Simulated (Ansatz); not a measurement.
Ansatz (a program for electronic structure) input (CCSD(T)/aug-cc-pVDZ):

Ansatz 0.2 input:
```yaml
crystal:
  periodic: [false, false, false]
  atoms:
    - {symbol: C, position_ang: [0.37929460, 0.55476049, 0.30227314]}
    - {symbol: C, position_ang: [0.02534738, -0.76307343, -0.03003155]}
    - {symbol: O, position_ang: [0.69996098, 1.63440694, -0.15189047]}
    - {symbol: O, position_ang: [-1.12129664, -1.30302412, -0.06769073]}
    - {symbol: H, position_ang: [0.94283335, -1.40118499, 0.12320002]}
basis:
  gaussian:
    orbitals: aug-cc-pVDZ
total_charge: -1
magnetization: {spin_polarized: false}
correlation: {method: ccsd_t, electrons: outside_noble_gas}
output: {forces: true}
```

End of the output:

```
integrals: 0.13 GiB planned
1001 factors; integrals over basis functions are off by at most 5.5e-4 eV
mean field: 0.28 GiB planned
mean field evaluation 1: about -6147.2643 eV, gradient 3.1e1 eV
mean field evaluation 2: about -6147.2660 eV, gradient 3.1e1 eV
mean field evaluation 4: about -6149.7900 eV, gradient 4.4e0 eV
mean field evaluation 8: about -6149.8979 eV, gradient 3.3e-1 eV
mean field evaluation 16: about -6149.7877 eV, gradient 4.4e0 eV
mean field evaluation 32: about -6146.5269 eV, gradient 1.4e1 eV
mean field -6149.89950154 eV, -226.0046381300 hartree, gradient 1.7e-6 eV, S^2 0.000000; 1 other end points of the search recorded, 0 dependent functions left out; unrestricted orbitals would lower it
mean field evaluation 64: about -6149.8830 eV, gradient 3.0e0 eV
4 core orbitals not correlated
reference -6149.89950154 eV, -226.0046381300 hartree; 11, 11 occupied and 86, 86 virtual orbitals, 1001 factors
densities: 0.72 GiB planned
second order -18.16056845 eV of doubles, -0.00000000 eV of singles
coupled cluster: 0.46 GiB planned
cycle   1  -17.61989735 eV  change    5.4e-1 eV  update   1.5e-1
cycle   2  -18.22493268 eV  change   -6.1e-1 eV  update   5.5e-2
cycle   3  -18.41124438 eV  change   -1.9e-1 eV  update   3.0e-2
cycle   4  -18.40675878 eV  change    4.5e-3 eV  update   9.6e-3
cycle   5  -18.39713846 eV  change    9.6e-3 eV  update   5.1e-3
cycle   6  -18.39822743 eV  change   -1.1e-3 eV  update   2.1e-3
cycle   7  -18.39901079 eV  change   -7.8e-4 eV  update   1.2e-3
cycle   8  -18.39829979 eV  change    7.1e-4 eV  update   5.8e-4
cycle   9  -18.39823244 eV  change    6.7e-5 eV  update   2.5e-4
cycle  10  -18.39857579 eV  change   -3.4e-4 eV  update   1.3e-4
cycle  11  -18.39838188 eV  change    1.9e-4 eV  update   6.5e-5
cycle  12  -18.39836644 eV  change    1.5e-5 eV  update   3.7e-5
cycle  13  -18.39837734 eV  change   -1.1e-5 eV  update   2.4e-5
cycle  14  -18.39837085 eV  change    6.5e-6 eV  update   1.5e-5
cycle  15  -18.39839133 eV  change   -2.0e-5 eV  update   8.6e-6
cycle  16  -18.39839500 eV  change   -3.7e-6 eV  update   5.1e-6
cycle  17  -18.39839177 eV  change    3.2e-6 eV  update   3.2e-6
cycle  18  -18.39839158 eV  change    2.0e-7 eV  update   1.8e-6
coupled cluster: 0.46 GiB planned
perturbative correction -0.85012528 eV, -0.0312415277 hartree
the calculation of the forces begins
Total energy: -6169.14801839 eV, -226.7120080772 hartree
Atom 0 at     0.379295     0.554760     0.302273 Å, force    -0.125233    -0.174658     0.868590 eV/Å
Atom 1 at     0.025347    -0.763073    -0.030032 Å, force     0.843909    -0.401227    -0.238878 eV/Å
Atom 2 at     0.699961     1.634407    -0.151890 Å, force     0.354870     1.269915    -0.579515 eV/Å
Atom 3 at    -1.121297    -1.303024    -0.067691 Å, force    -1.289245    -0.526191    -0.061194 eV/Å
Atom 4 at     0.942833    -1.401185     0.123200 Å, force     0.215699    -0.167839     0.010997 eV/Å
Dipole moment:     0.326647     0.127828    -0.131467 e Å
```

It need not be the lowest isomer of its formula. Whether it binds its extra electron was not tested at this geometry.
